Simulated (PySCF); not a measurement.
silicon monoxide (OSi), SMILES O=[Si] (connectivity only; charge and spin as stated), neutral, multiplicity 1. The structure is a stationary point at B3LYP-D3(BJ)/def2-TZVPD.

Method: B3LYP-D3(BJ)/def2-TZVPD run with PySCF.

Harmonic wavenumbers (cm⁻¹): 1254. Rotational constants (GHz): 21.65 (linear); symmetry number 1.

Question: Work out the zero-point energy and the ideal-gas rigid-rotor harmonic-oscillator thermochemistry at 298.15 K and 1 atm.

Answer: ZPE = ½ Σ hcν = ½ × 1254 cm⁻¹ = 7.50 kJ/mol. H − E(el) = 16.21 kJ/mol. Entropy in J/(mol K): translation 155.96, rotation 55.37, vibration 0.14, total 211.47. G − E(el) = -46.84 kJ/mol. Cp = 29.82 J/(mol K).
